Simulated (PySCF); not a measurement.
N₂, SMILES N#N.

Geometry: PBE0-D3(BJ)/def2-TZVPD.

The numbers are results of PySCF with PBE/def2-TZVPD, not measurements.

The total energy is -109.45223 hartree. The point group comes out as D∞h and the highest occupied level comes out as -10.26 eV. The lowest empty level is -1.81 eV and the orbital gap is 8.44 eV. The dipole moment is 0.00 D, the quadrupole, principal values (traceless, Buckingham form, about the centre of nuclear charge) comes out as -1.56, 0.78, 0.78 D·Å and the mean static polarisability is 11.9 bohr³ (1.76 Å³). The polarisability, principal values is 10.3, 10.3, 15.1 bohr³.
